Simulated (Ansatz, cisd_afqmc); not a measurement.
System: CH2F2, charge 1, doublet. CH2F2+ (parent SMILES FCF, doublet).
B3LYP-D3(BJ)/def2-TZVP minimum from Ansatz (a program for electronic structure):
```xyz
5

F     -1.0755    -0.3143    -0.0099
C     -0.0155     0.4032     0.0388
F      1.0963    -0.2277    -0.0422
H     -0.0320     1.1514     0.9388
H     -0.0626     1.3080    -0.7024
```
Charge +1, spin multiplicity 2.

Total energies in cc-pVDZ, 19 correlated electrons, 3 frozen orbitals. Open shells are spin-unrestricted; no spin-orbit coupling. Correlated methods leave the cores frozen. No relativity. AFQMC/CISD: phaseless, guided by CISD from CCSD amplitudes; bars are statistical, one sigma. Outlying blocks are dropped, and bars are widened where a walk drifts. Over all cases where full CI ran beside it in this data, AFQMC minus full CI had a median of +0.1 mEh and passed +0.4 mEh in a tenth of the cases. The spin of CH2F2+ (parent SMILES FCF, doublet) was assumed, and the state is the lowest solution found for it.

```
method         program         energy (Eh)  minus CCSDT(Q) (mEh)
----------  ----------  ------------------  --------------------
HF              Ansatz          -237.45716                539.09
MP2             Ansatz          -237.96718                 29.06
CCSD            Ansatz          -237.98091                 15.33
CCSD(T)         Ansatz          -237.99417                  2.07
CCSDT(Q)        Ansatz          -237.99624                  0.00
AFQMC/CISD  cisd_afqmc  -237.9949 ± 0.0010             1.3 ± 1.0
```

Rough core times of Ansatz's runs on a shared machine: CCSD(T) under 20 s, CCSDT(Q) 6 min.
